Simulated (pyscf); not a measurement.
H₃C–SH + hydrogen (H₂) → H₃C–SH + hydrogen (H₂) (four-centre exchange; singlet surface; H–S, H–H broken, H–S, H–H formed). PySCF, gas phase, ωB97X-D3(BJ)/def2-SVP geometries. Energies in kcal/mol from the separated reactants.

| level | barrier | reaction energy |
|---|---|---|
| ωB97X-D3(BJ)/def2-TZVP | … | 0.0 |
| r²SCAN/def2-TZVP | 70.9 | 0.0 |
| B3LYP-D3(BJ)/def2-TZVP | 74.9 | 0.0 |
| PBE0-D3(BJ)/def2-TZVP | 72.3 | 0.0 |
| M06-2X/def2-TZVP | 80.5 | 0.0 |
| ωB97M-D3(BJ)/def2-TZVP | … | 0.0 |

Problem. What belongs in the gaps?

Solution. 
- ωB97X-D3(BJ)/def2-TZVP, barrier: 80.7
- ωB97M-D3(BJ)/def2-TZVP, barrier: 78.4

The functionals in the table span 9.8 kcal/mol in this barrier, from r²SCAN to ωB97X-D3(BJ)/def2-TZVP. The same reactants have a lower exit, to H₂C=S + H₂ + H₂ (barrier +69.1 kcal/mol at ωB97M-D3(BJ)/def2-TZVP, against +78.4 kcal/mol here). This is the saddle that the search found; another between the same sides may lie lower.
